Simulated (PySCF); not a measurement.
# AlCl: mean field, correlation and small terms against distance

State: ¹Σ⁺, singlet, closed shell. RHF-based CCSD(T) in PySCF 2.14 with Al cc-pV(T+d)Z, Cl cc-pV(T+d)Z and Al cc-pV(Q+d)Z, Cl cc-pV(Q+d)Z (frozen core orbitals: 10; no relativity). Correlation energies are extrapolated as n⁻³ (n = 3, 4), Hartree–Fock as (n+1)·exp(−9√n). CV is the change on freezing 2 orbitals instead, in Al cc-pwCVTZ, Cl cc-pwCVTZ. SR is the spin-free X2C energy in Al cc-pVTZ-DK, Cl cc-pVTZ-DK less the non-relativistic one in Al cc-pVTZ, Cl cc-pVTZ. All energies in eV from Al + Cl.

```
 R (Å)  HF/CBS  CCSD corr.      (T)       CV      SR   total
1.8980  -3.437      -1.194  -0.1317  -0.0390  0.0058  -4.795
1.9843  -3.802      -1.183  -0.1340  -0.0264  0.0082  -5.137
2.0706  -3.973      -1.173  -0.1366  -0.0173  0.0095  -5.290
2.1568  -4.012      -1.163  -0.1391  -0.0109  0.0101  -5.315
2.2431  -3.960      -1.153  -0.1415  -0.0065  0.0102  -5.251
2.3509  -3.812      -1.141  -0.1442  -0.0029  0.0100  -5.091
2.4588  -3.609      -1.129  -0.1464  -0.0009  0.0096  -4.875
```

A fit to the total gives Re = 2.1331 Å, De = 5.318 eV, ωe = 482.7 cm⁻¹, Be = 0.2433 cm⁻¹ (masses 26.9815 and 34.9689 u).

Q: At R = 2.1568 Å the CCSD correlation energy is -0.268153 hartree in the smaller basis and -0.289489 in the larger. Extrapolate it.

A: (4³·E4 − 3³·E3)/(4³ − 3³) = -0.30506 hartree; the larger basis holds 94.9 % of it.

The T1 diagnostic is 0.012. The open-shell atoms are computed with UHF. Spin–orbit coupling, excitations beyond (T) and corrections to the Born–Oppenheimer picture are left out.
